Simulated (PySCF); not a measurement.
Gas-phase reaction: SiH + SiHCl₂ = 2 SiHCl. Level: PBE0/def2-TZVP; standard pressure 1 bar.

Method: PySCF energies plus ideal-gas RRHO corrections (1 bar). Open shells (unrestricted): SiH (multiplicity 2, electronic degeneracy 4), SiHCl₂ (multiplicity 2); the rest are closed-shell singlets. Spin-orbit splitting is ignored; it lowers the true energy and changes the entropy of SiH. SiHCl₂, SiHCl: computed as isolated molecules; such fragments, hydroxides, amides, oligomers or adducts are transient or little studied in the gas. The harmonic model lacks anharmonicity and excited electronic states, which grow with temperature; levels with a mode under 35 cm⁻¹ are left out.

```tsv
T (K)	1000/T (1/K)	log10 K
500	2.0000	9.12
600	1.6667	7.64
800	1.2500	?
1000	1.0000	4.65
1200	0.8333	3.89
1400	0.7143	3.34
```

Question: Fit log10 K = a + b·(1000/T) to the five rows, get the mean ΔH° and ΔS°, and predict log10 K at 800 K.

Answer: Means: 1000/T = 1.2429, log10 K = 5.728. Sums of products about the means: Sxy = 5.65538, Sxx = 1.258997, so b = Sxy/Sxx = 4.49 and a = 5.728 − (4.49)×1.2429 = 0.15.
ΔH° = −R ln 10 × 1000 K × b = −19.145 × (4.49) = -86 kJ; ΔS° = R ln 10 × a = 3 J/K. The run's own values go from -85 kJ and 5 J/K at 500 K to -88 kJ and 1 J/K at 1400 K.
Prediction at 800 K: 0.15 + (4.49)×1.2500 = 5.76. The computed value is 5.78, 0.02 from the line.
For scale, ΔH°(298 K) is -84 kJ at this level, -121 kJ at ωB97M-V/def2-TZVP†, and runs from -181 to -24 kJ over the 20 levels computed († marks an energy on the PBE0/def2-TZVP geometry).
